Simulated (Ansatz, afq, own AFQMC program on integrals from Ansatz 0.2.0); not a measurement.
AFQMC on a folder of integrals that Ansatz 0.2.0 wrote.

```yaml
crystal:
  periodic: [false, false, false]
  atoms:
    - {symbol: Al, position_ang: [-0.022898, 0.000000, 0.584948]}
    - {symbol: C, position_ang: [0.045057, -0.000001, -1.195748]}
    - {symbol: H, position_ang: [0.160619, 0.000001, 2.146962]}
    - {symbol: H, position_ang: [-0.042277, 0.912507, -1.778398]}
    - {symbol: H, position_ang: [-0.042277, -0.912509, -1.778397]}
basis:
  gaussian: {orbitals: cc-pVDZ}
magnetization: {spin_polarized: true, initial_magnetization: 0}
correlation: {method: ccsd_t, electrons: outside_noble_gas, hamiltonian_folder: ham}
```

```sh
$ ansatz run in.yaml --threads 1 --pin off --events-out ev --progress --plain --max-ram 1382MiB
```

Options of the walk:

```
--method free --trial cisd --walkers 60 --time-step 0.03 --max-blocks 80 --target-error 0.00038 --factor-cut 1e-05 --seed 5682 --times 0,0.21,0.42,0.81,1.2,1.8,2.4,3 --taylor-order 8
```

Times are imaginary, in 1/Eh. The walk had a cap of 656 s.

```
orbitals 41  electrons 5 5  factors 322 of 443
reference energy -281.42588579 Eh
CCSD correlation -0.23551528 Eh in 12 cycles, weight of the determinant in the CISD state 0.8709
repeat  energy at the last time / Eh  error
    10  -281.672738  0.001929
    20  -281.673172  0.001547
    30  -281.672568  0.001137
    40  -281.671841  0.000927
    50  -281.671459  0.000745
    60  -281.671982  0.000727
    70  -281.671855  0.000654
    80  -281.671731  0.000613
time / (1/Eh)  energy / Eh  error  mean overlap
  0.00  -281.661627  0.000253  1.1494
  0.21  -281.665960  0.000286  1.1455
  0.42  -281.667708  0.000289  1.1629
  0.81  -281.669726  0.000323  1.1684
  1.20  -281.670816  0.000333  1.1678
  1.80  -281.671884  0.000460  1.1614
  2.40  -281.672387  0.000490  1.1447
  3.00  -281.671731  0.000613  1.1753
energy -281.671731 +/- 0.000613 Eh
```

(1) Estimate how long the walk took on 1 thread of Intel(R) Xeon(R) 6975P-C (Granite Rapids), on a shared host.

The run passed its tests (error under three times the target), which doesn't prove that it has relaxed.

Against this walk (error 16.7 meV) on the same determinant: CCSD(T) 37.7 meV higher, CCSDT(Q) 10.3 meV lower (within the noise). The error is statistical, and a free projection of finite length keeps a remainder of its start. The last points scatter (meV from the last: 55 ± 9 at 0.81, 25 ± 9 at 1.20, -4 ± 13 at 1.80, -18 ± 13 at 2.40, 0 ± 17 at 3.00); the last is the one printed as the energy, and the gaps above move with that scatter.

Cautions: remainder of the start not in the error; error above the target (16.7 against 10.3 meV); higher spins were not checked; an unrestricted solution with more broken spin lies lower (93 meV, ⟨S²⟩ 0.39), while this determinant keeps restricted orbitals.

Answers

(1) 3.7 min of wall time.

CCSDT and higher add their correlation energy to the determinant of the CCSD(T) run, since their own runs factorise the integrals more tightly (a shift of under 2 meV). A walk keeps the symmetry of its determinant, which the program's search chose and which needn't be the lowest solution, so a lower state of the same spin and another symmetry isn't excluded.
